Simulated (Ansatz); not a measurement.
Born–Oppenheimer molecular dynamics of CH4AlCl (7 atoms, charge 0, multiplicity 1). It starts from a relaxed structure.

Theory: RKS PBE/STO-3G in Ansatz.

| Quantity | Value |
| --- | --- |
| ensemble | NVT, Nosé–Hoover chain |
| time step | 0.25 fs |
| steps asked | 500 |
| set temperature | 300 K |
| thermostat | time constant 100 fs, chain length 3 (defaults) |
| seed | 638834 |

First frame:

```xyz
7
Properties=species:S:1:pos:R:3
Al -0.040 -0.003 0.016
C 0.013 -0.006 1.926
H -0.955 -0.304 2.363
H 0.783 -0.691 2.321
H 0.251 0.998 2.320
Cl 1.797 0.000 -0.992
H -1.269 0.008 -0.858
```

How far do the bonds stretch over the last three quarters of this one trajectory? (Pairs bonded in most of those frames.)


```tsv
bond	mean (Å)	spread (Å)	shortest	longest
Al1–C2	1.915	0.044	1.84	1.97
Al1–Cl6	2.108	0.037	2.05	2.16
Al1–H7	1.512	0.025	1.47	1.55
C2–H3	1.104	0.017	1.07	1.14
C2–H4	1.104	0.011	1.08	1.12
C2–H5	1.106	0.012	1.08	1.13
```

Mean temperature of the second half: 197 K. The conserved energy stayed within 0.038 meV per atom of its start (net change 0.029 meV per atom), so the integration is sound. The mean temperature of the second half is 34 % below the set value. A run of 0.12 ps of so small a system gives no equilibrium averages. Limits of this set-up: minimal basis.

Run time: 7.2 min on 1 thread of Arm Neoverse V1, with other jobs on the host, peak memory 0.079 GiB.
